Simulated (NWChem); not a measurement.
System: hydrogen peroxide (H₂O₂); SMILES OO

Results from NWChem. Medium grid unless said otherwise, to which SCAN and Minnesota functionals are sensitive. The geometry was optimised at PBE0/def2-SVP. Hybrids' shares of exact exchange are those that their runs print; pure functionals count as 0. The functionals differ in more than this share.

```csv
row,share of exact exchange,orbital gap (eV)
"LDA (Slater exchange, VWN5)/def2-TZVPD",0.00,5.24
PBE/def2-TZVPD,0.00,5.29
B3LYP/def2-TZVPD,0.20,7.67
PBE0/def2-TZVPD,0.25,8.32
M06-2X/def2-TZVPD,0.54,10.48
Hartree-Fock/def2-TZVPD,1.00,withheld
```

Problem. Fit a straight line of the last column on the one before it, predict the withheld value, and compare with the run.

Solution. 
1. Means of the 5 shown rows: x = 0.198, y = 7.400. Slope Σ(x − x̄)(y − ȳ)/Σ(x − x̄)² = 1.947/0.1981 = 9.830; intercept 5.454.
2. The shown rows scatter about the line by 0.276 (root mean square); the largest residual is +0.41, at PBE0/def2-TZVPD.
3. At x = 1.00 (Hartree-Fock/def2-TZVPD; beyond the shown range) the line gives 15.28.
4. The run gives 15.11, -0.17 from the line, 0.6 times the scatter.
